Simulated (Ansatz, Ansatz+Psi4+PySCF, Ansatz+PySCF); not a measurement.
| atom | x (Å) | y (Å) | z (Å) |
| --- | --- | --- | --- |
| Li | 0.3000 | 0.3000 | 0.3000 |
| O | 2.0420 | 0.0798 | 0.5230 |
| O | 1.6386 | 1.3119 | 0.8633 |

Basis set: cc-pCVTZ on Li; cc-pVTZ on O (spherical functions). Frozen core: 2 orbitals. Correlation on ROHF uses semicanonical orbitals with singles. Charge 0, multiplicity 2.

Computed with Ansatz (development build ahead of 0.2.0); the reference of a correlated method needn't be the lowest determinant of its kind.

The atomization energy at this shape (free ground-state atoms in the same class of orbitals less the molecule, no zero-point energy) of doublet LiO₂:

```csv
method,atomization energy
ROHF-CCSD(T),7.45 eV
ROHF-CCSD,7.04 eV
UHF-MP2,7.91 eV
ROHF,2.79 eV
```

Problem. What does ROHF-MP2 give?

Solution. 8.02 eV. Caution for ROHF-CCSD(T), ROHF-CCSD: the determinant is a saddle point. Caution for ROHF-MP2: another reference gives a lower total.
